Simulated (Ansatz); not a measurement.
**C₄H₃Cl: basis-set convergence**

How large a basis does C₄H₃Cl need? Two functionals are run in growing sets.

Computed with Ansatz 0.2.0, Gaussian basis. Level: one geometry, several basis sets.

The runs, in order: PBE0-D4/def2-SVP; ωB97M-V/def2-SVP; PBE0-D4/def2-QZVPP; ωB97M-V/def2-QZVPP; the functionals' def2-TZVPP values are taken from earlier runs.

## 1. The geometry

An earlier PBE0-D4 in a triple-zeta def2 set relaxation fixed the geometry.

8 atoms, charge 0, spin multiplicity 1.

Atoms are counted from 1 here; the program's logs count them from 0.

Bond lengths: Cl1–C2 1.688 Å, C2–C3 1.328 Å, C2–C5 1.564 Å, C3–C4 1.566 Å, C3–H6 1.079 Å, C4–C5 1.326 Å, C4–H7 1.081 Å, C5–H8 1.079 Å. Angles: Cl1–C2–C3 135.7°, Cl1–C2–C5 132.4°, C3–C2–C5 91.9°, C2–C3–C4 88.0°, C2–C3–H6 136.1°, C4–C3–H6 135.9°, C3–C4–C5 91.9°, C3–C4–H7 133.3°, C5–C4–H7 134.8°, C2–C5–C4 88.2°, C2–C5–H8 134.8°, C4–C5–H8 137.0°.

## 2. PBE0-D4 in def2-SVP

in.yaml reads:

```yaml
crystal:
  periodic: [false, false, false]
  atoms:
    - {symbol: Cl, position_ang: [-1.472634, -0.605376, 2.060556]}
    - {symbol: C, position_ang: [-0.480135, -0.166336, 0.767770]}
    - {symbol: C, position_ang: [0.488519, 0.720166, 0.571440]}
    - {symbol: C, position_ang: [0.596546, 0.195446, -0.899735]}
    - {symbol: C, position_ang: [-0.370783, -0.689834, -0.701681]}
    - {symbol: H, position_ang: [0.985294, 1.472574, 1.163311]}
    - {symbol: H, position_ang: [1.223539, 0.463486, -1.738389]}
    - {symbol: H, position_ang: [-0.878248, -1.447126, -1.278772]}
basis:
  gaussian: {orbitals: def2-SVP}
hamiltonian: {xc: pbe0, dispersion: d4}
output: {orbitals: {seedname: orbitals}}
```

Started as:

```sh
$ ansatz run in.yaml --threads 2 --pin off --events-out ev --progress --plain --max-ram 4352MiB
```

Further steps of the session: ωB97M-V in def2-SVP; PBE0-D4 in def2-QZVPP; ωB97M-V in def2-QZVPP.

**Question.** What will the summary of the whole plan be? Wanted: PBE0-D4: double and triple zeta above quadruple; ωB97M-V: double and triple zeta above quadruple.

The runs gave:

```
                                       quantity          value
PBE0-D4: double and triple zeta above quadruple  9.47, 0.59 eV
ωB97M-V: double and triple zeta above quadruple  9.56, 0.56 eV
```

In words: PBE0-D4 gains 8.88 eV from double to triple zeta, then 0.59 eV more. These are total energies; as a rule much of such shifts cancels in differences, which this series doesn't test.
